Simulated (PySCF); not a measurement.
# BH5SSi: the cost of one run

Programs: PySCF 2.14.0, with routines of our own; each step states its level. All values are computed. Atoms count from 0.

## 1. The system as given

8 atoms, charge -1, multiplicity 2; geometry from: GFN2-xTB.

## 2. Open-shell or spin-flip excitations: unrestricted TDDFT CAM-B3LYP/def2-SVPD in tetrahydrofuran

What the job is given:

```
{"job": {"kind": "uabs", "xc": "CAM-B3LYP", "basis": "def2-SVPD", "nstates": 10, "tda": false, "solvent": "tetrahydrofuran", "pol": false}, "charge": -1, "multiplicity": 2}
B      1.223233    -0.071375     0.142671
S      0.286020    -0.339711     1.741720
Si    -0.818739     0.068183    -0.149599
H      1.747267    -1.042634    -0.313013
H      1.836277     0.950997     0.072859
H     -1.013811     1.424932    -0.747603
H     -1.106764    -0.975978    -1.178988
H     -2.144427    -0.005001     0.562869
```

Level: unrestricted TDDFT CAM-B3LYP/def2-SVPD, vertical, IEF-PCM tetrahydrofuran (non-equilibrium linear response), core orbitals frozen in the response.

Command:

```sh
> OMP_NUM_THREADS=1 python excited_run.py task.json out
```

This one command runs all jobs of the session in turn.

Q: Estimate the wall time and peak memory of this first job on 1 thread of Intel Xeon Platinum 8488C, shared host.

About 13 s, with a peak of 0.5 GiB.
